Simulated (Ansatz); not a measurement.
# CH₄NNa (SMILES C[NH][Na]): functionals against CCSD(T) at one geometry

The task here is to estimate one member of a computed series from the others.

Program: Ansatz 0.2.0, Gaussian basis. Level of theory: single points in def2-TZVPP. These are calculated values, not measurements.

Correlated methods freeze the cores. The outer core shell of Li, Na, Mg and K is correlated.

### The starting structure

SMILES `C[NH][Na]`, 7 atoms, charge 0, spin multiplicity 1.

Atoms are counted from 1 here; the program's logs count them from 0.

Bond lengths: C1–N2 1.468 Å, C1–H4 1.150 Å, C1–H5 1.119 Å, C1–H6 1.070 Å, N2–Na3 2.148 Å, N2–H7 1.035 Å. Angles: N2–C1–H4 118.5°, N2–C1–H5 107.5°, N2–C1–H6 117.3°, H4–C1–H5 97.9°, H4–C1–H6 105.0°, H5–C1–H6 108.8°, C1–N2–Na3 130.8°, C1–N2–H7 107.9°, Na3–N2–H7 120.3°.

As a file:

```xyz
7

C    -0.43224    0.44705   -0.41235
N     0.58082   -0.14977    0.46665
Na    0.53290   -1.94161    1.65022
H    -0.41404    0.17897   -1.53023
H    -1.41538   -0.02198   -0.15818
H    -0.54092    1.51145   -0.38475
H     1.47576    0.34167    0.29968
```

The first run:

Contents of run/in.yaml:

```yaml
crystal:
  periodic: [false, false, false]
  atoms:
    - {symbol: C, position_ang: [-0.432238, 0.447049, -0.412354]}
    - {symbol: N, position_ang: [0.580824, -0.149772, 0.466648]}
    - {symbol: Na, position_ang: [0.532895, -1.941613, 1.650224]}
    - {symbol: H, position_ang: [-0.414040, 0.178967, -1.530231]}
    - {symbol: H, position_ang: [-1.415384, -0.021979, -0.158182]}
    - {symbol: H, position_ang: [-0.540916, 1.511448, -0.384750]}
    - {symbol: H, position_ang: [1.475764, 0.341672, 0.299675]}
basis:
  gaussian: {orbitals: def2-TZVPP}
hamiltonian: {xc: pbe, dispersion: d4}
output: {forces: true}
```

Command:

```console
$ ansatz run in.yaml --threads 2 --pin off --events-out ev --progress --plain --max-ram 3481MiB
```

Among the steps run: PBE-D4/def2-TZVPP; r2SCAN-D4/def2-TZVPP; PBE0-D4/def2-TZVPP; wB97M-V/def2-TZVPP; CCSD(T)/def2-TZVPP.

One of the session's tables, all rows but one given; the rest of the session is left out.

```
   method  RMS force component (eV/Å)  angle to CCSD(T) forces (°)  dipole (D)
   PBE-D4                       0.682                         14.8        6.42
r2SCAN-D4                           ?                            ?           ?
  PBE0-D4                       0.723                         11.9        7.07
  wB97M-V                       0.710                          6.1        7.13
  CCSD(T)                       0.685                    reference        7.26
```

Estimate the missing values for r2SCAN-D4.

**Answer.** RMS force component (eV/Å): 0.687; angle to CCSD(T) forces (°): 8.3; dipole (D): 7.08. In the column «RMS force component (eV/Å)» it lies between CCSD(T) (0.685) and wB97M-V (0.710).
